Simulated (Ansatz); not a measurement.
A nudged elastic band was laid between two geometries of H2N + H2O (6 atoms, charge 0, multiplicity 2).

Computed with Ansatz, UKS B3LYP-D4/def2-SVPD.

```
movable images  : 7
climbing image  : yes
spring          : 5.0 eV/Å²
optimiser       : quadratic models (default)
start path      : through a guess of the saddle point
force threshold : 0.03 eV/Å
iteration limit : 60
end points      : relaxed
```

Image 0:

```xyz
6
Properties=species:S:1:pos:R:3
H 0.297 -0.739 0.008
O 0.606 -1.663 0.046
N -0.545 1.018 0.082
H 1.426 -1.682 -0.459
H -0.312 1.978 -0.202
H -1.472 1.087 0.525
```

Image 8:

```xyz
6
Properties=species:S:1:pos:R:3
H -0.827 0.055 -0.805
O 0.520 -1.366 0.240
N -0.643 0.753 -0.093
H 1.421 -1.039 0.068
H 0.229 1.245 -0.247
H -0.701 0.351 0.837
```

Problem. Which bonds break or form, and what moves?

Solution. Bonds broken: H1–O2. Bonds formed: H1–N3. H2N + H2O becomes H3N + HO.

Problem. What energy profile does the band end with?

Solution. It converged. The highest image is number 5 of 0 to 8, 47.4 kJ/mol above the first end and 8.8 kJ/mol above the last; the last end lies 38.6 kJ/mol above the first. A vibrational analysis at the climbing image gives one clearly imaginary mode, 1140i cm⁻¹: a first-order saddle point.

| image | path coordinate (Å) | energy (kJ/mol) | H1–O2 (Å) | H1–N3 (Å) |
| --- | --- | --- | --- | --- |
| 0 | 0.00 | 0.0 | 0.98 | 1.95 |
| 1 | 0.39 | 0.4 | 0.98 | 1.93 |
| 2 | 0.78 | 3.0 | 0.98 | 1.89 |
| 3 | 1.17 | 6.9 | 0.98 | 1.82 |
| 4 | 1.56 | 16.0 | 1.00 | 1.61 |
| 5 | 1.95 | 47.4 | 1.28 | 1.15 |
| 6 | 2.31 | 40.7 | 1.67 | 1.03 |
| 7 | 2.67 | 39.2 | 1.93 | 1.02 |
| 8 | 3.03 | 38.6 | 2.22 | 1.01 |

Problem. What is the geometry of the highest image?

Solution. 
```xyz
6
Properties=species:S:1:pos:R:3
H -0.279 -0.369 -0.347
O 0.442 -1.377 -0.037
N -0.656 0.700 -0.142
H 1.371 -1.100 -0.037
H 0.096 1.382 -0.263
H -0.975 0.763 0.827
```

Problem. What are the harmonic wavenumbers there?

Solution. 1140i, 199, 410, 496, 770, 801, 1440, 1519, 1601, 3478, 3575, 3793 cm⁻¹.

The run took 2.7 min on 2 threads of Arm Neoverse N1, with other jobs on the host, peak memory 0.14 GiB.
